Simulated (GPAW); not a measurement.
# CH6SSi (Si(SMe)H3) at RPBE/real-space grid (scalar-relativistic datasets)

Wanted: ionisation energies of CH6SSi (Si(SMe)H3). Input form: an ASE script.

Program for the calculation: GPAW 26.7.0.

4 further runs of the same task are left out: 2 that didn't finish, 2 set aside as unsound or not needed.

**1. The structure to begin with**

CH6SSi: 9 atoms, total charge 0, spin state singlet. SMILES: `[H][Si]([H])([H])SC`. Geometry: relaxed at GFN2-xTB.

Bond lengths: Si1–S2 2.141 Å, S2–C3 1.821 Å, C3–H4 1.086 Å, C3–H5 1.085 Å, C3–H6 1.086 Å, Si1–H7 1.460 Å, Si1–H8 1.449 Å, Si1–H9 1.460 Å. Some angles: Si1–S2–C3 100.3°, S2–Si1–H7 108.3°, S2–Si1–H8 103.5°, S2–Si1–H9 107.6°, S2–C3–H4 109.6°, S2–C3–H5 106.8°, S2–C3–H6 109.9°, H7–Si1–H8 113.4°, H7–Si1–H9 109.9°, H8–Si1–H9 113.6°.

**2. Ionisation energies at RPBE/real-space grid (scalar-relativistic datasets)**

Contents of mol_ipea.py:

```python
from ase.io.zmatrix import parse_zmatrix
from gpaw import GPAW

atoms = parse_zmatrix("""
Si
S 1 2.141255
C 2 1.820749 1 100.26808
H 3 1.085841 2 109.64338 1 -61.74957
H 3 1.084715 4 109.95768 2 117.18649
H 3 1.085748 5 109.94929 4 -121.90847
H 1 1.459945 2 108.2941 3 -63.08119
H 1 1.449017 7 113.42748 2 114.33414
H 1 1.459675 8 113.6027 7 -126.41737
""")
atoms.center(vacuum=4.5)

energies = {}
for name, charge, unpaired in [('neutral', 0, 0), ('oxidised', 1, 1)]:
    atoms.set_initial_magnetic_moments([unpaired / len(atoms)] * len(atoms))
    calc = GPAW(mode='fd',
                h=0.18,
                occupations={'name': 'fermi-dirac', 'width': 0.0, 'fixmagmom': unpaired > 0},
                xc='RPBE',
                symmetry='off',
                charge=charge,
                maxiter=100,
                txt=f'{name}.txt')
    atoms.calc = calc
    energies[name] = atoms.get_potential_energy()
    print(f'{name:10} {energies[name]:12.5f} eV')

ip = energies['oxidised'] - energies['neutral']
print(f'Vertical IP             {ip:.3f} eV')
```

Run with:

```
$ python mol_ipea.py
```

What it wrote:

```text
neutral       -38.86358 eV
oxidised      -30.04442 eV
Vertical IP             8.819 eV
```

neutral.txt:

```text
__  _  _
 | _ |_)|_||  |
 |__||  | ||/\| - 26.7.0

units:  Angstrom and eV
cores:  1
OpenMP: False

Versions:
  Python: 3.12.14
  ASE:    3.29.0
  Numpy:  2.5.5
  Scipy:  1.18.1
  Libxc:  7.0.0

Input parameters:
  mode=FD(),
  charge=0.0,
  h=0.18,
  maxiter=100,
  occupations=Occupations(name='fermi-dirac', width=0.0, fixmagmom=False),
  symmetry=Symmetry(point_group=False, time_reversal=False),
  xc=XC(name='RPBE')

[... 56 lines left out ...]
|   |                                coordinates |     weight |
[... 126 lines left out ...]
Reference energy: -19856.501434  # eV
[... 3 lines left out ...]
  Converge bands: occupied
[... 12 lines left out ...]
  Fourier metric: weight=20.0, sigma=0.015
[... 15 lines left out ...]
convergence criteria:
- Maximum [total energy] change in last 3 cyles: 0.0005 eV / valence electron
[... 13 lines left out ...]
Converged in 14 steps
SCF loop duration: 50.175 s (3.584 s/step)
Energy contributions relative to reference atoms: (reference = -19856.501434)

Energy contributions:
  Kinetic:          47.010028
  Coulomb:         -50.209443
  Zero:              0.171635
  External:          0.000000
  Xc:              -35.835801
  Entropy:           0.000000
  Spinorbit:         0.000000
  ----------------------------
  Free energy:     -38.863581
  Extrapolated:    -38.863581

dipole moment: (-0.103244, 0.277884, -0.000648)  # |e|*Ang

Fermi level: -3.250
Eigenvalues  # (at kpt = [0.000, 0.000, 0.000])
| band index |      eig [eV] | occ [0-2] |
|------------|---------------|-----------|
|          0 |       -19.360 |     2.000 |
|        ... |               |           |
|          2 |       -13.093 |     2.000 |
|          3 |       -10.683 |     2.000 |
|          4 |       -10.620 |     2.000 |
[... 10 lines of this table left out ...]
|         15 |         0.638 |     0.000 |

Gap: 4.728 eV
Transition (v -> c):
  (s=0, k=0, n=9, [0.00, 0.00, 0.00]) -> (s=0, k=0, n=10, [0.00, 0.00, 0.00])
No difference between direct/indirect transitions
vacuum-level: 0.000  # V
```

oxidised.txt:

```text
__  _  _
 | _ |_)|_||  |
 |__||  | ||/\| - 26.7.0

units:  Angstrom and eV
cores:  1
OpenMP: False

Versions:
  Python: 3.12.14
  ASE:    3.29.0
  Numpy:  2.5.5
  Scipy:  1.18.1
  Libxc:  7.0.0

Input parameters:
  mode=FD(),
  charge=1,
  h=0.18,
  maxiter=100,
  occupations=Occupations(name='fermi-dirac', width=0.0, fixmagmom=True),
  symmetry=Symmetry(point_group=False, time_reversal=False),
  xc=XC(name='RPBE')

[... 56 lines left out ...]
|   |                                coordinates |     weight |
[... 126 lines left out ...]
Reference energy: -19856.501434  # eV
[... 3 lines left out ...]
  Converge bands: occupied
[... 12 lines left out ...]
  Fourier metric: weight=20.0, sigma=0.015
[... 16 lines left out ...]
convergence criteria:
- Maximum [total energy] change in last 3 cyles: 0.0005 eV / valence electron
[... 13 lines left out ...]
Converged in 16 steps
[... 12 lines left out ...]
  Free energy:     -30.044419
[... 2 lines left out ...]
dipole moment: (6.324627, 6.598722, 5.652896)  # |e|*Ang
[... 12 lines left out ...]
Fermi levels: -9.291, -12.661
Eigenvalues  # (at kpt = [0.000, 0.000, 0.000])
| band index |      eig [eV] | occ [0-1] |      eig [eV] | occ [0-1] |
|------------|---------------|-----------|---------------|-----------|
|          0 |       -26.507 |     1.000 |       -26.009 |     1.000 |
|        ... |               |           |               |           |
|          2 |       -19.043 |     1.000 |       -18.889 |     1.000 |
|          3 |       -16.881 |     1.000 |       -16.513 |     1.000 |
|          4 |       -16.520 |     1.000 |       -16.460 |     1.000 |
[... 10 lines of this table left out ...]
|         15 |        -3.724 |     0.000 |        -3.654 |     0.000 |

Gap: 5.310 eV
Transition (v -> c):
  (s=1, k=0, n=9, [0.00, 0.00, 0.00]) -> (s=0, k=0, n=10, [0.00, 0.00, 0.00])
No difference between direct/indirect transitions
vacuum-level: 0.000  # V

timing:  # [seconds]
  Total: 137.489  # ━━━━━━━━━━━━━━━━━━━━━━━━━━━━━━━━━━━━━━━━━━━━━━━━━━━━━━━━━
  Init:    7.129  # ━━━
  SCF:   130.269  # ━━━━━━━━━━━━━━━━━━━━━━━━━━━━━━━━━━━━━━━━━━━━━━━━━━━━━━

Max RSS: 1606.672  # MiB
```

It took 3.3 min on 1 thread of Intel Xeon at 2.70GHz, shared host; peak memory 1.6 GiB.

**3. Outcome**

At RPBE/real-space grid (scalar-relativistic datasets):

```
               quantity    value
first ionisation energy  8.82 eV
```
